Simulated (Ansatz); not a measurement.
A run of Ansatz (development build ahead of 0.2.0) on singlet CH2S at this shape:

| atom | x (Å) | y (Å) | z (Å) |
| --- | --- | --- | --- |
| C | 0.0000 | 0.0000 | -1.1034 |
| S | 0.0000 | 0.0000 | 0.6315 |
| H | 0.0000 | -1.0041 | -1.7418 |
| H | 0.0000 | 1.0041 | -1.7418 |

Its results:

```yaml
Converged: yes
Total_energy: -436.52738 hartree
Spin_squared_of_the_determinant: 0.000
```

(1) Which input gives this output? Name the method, the orbitals and the basis set, and write the input.

Results:

(1) RHF in cc-pVTZ. An unrestricted run that stays on the closed shell gives the same numbers.

```yaml
crystal:
  periodic: [false, false, false]
  atoms:
    - { symbol: C, position_ang: [0.0, 0.0, -1.10337] }
    - { symbol: S, position_ang: [0.0, 0.0, 0.63149] }
    - { symbol: H, position_ang: [0.0, -1.00409, -1.7418] }
    - { symbol: H, position_ang: [0.0, 1.00409, -1.7418] }
basis:
  gaussian: { orbitals: cc-pVTZ }
hamiltonian:
  xc: hf
```

Caution: in another basis set an unrestricted determinant lies well below.
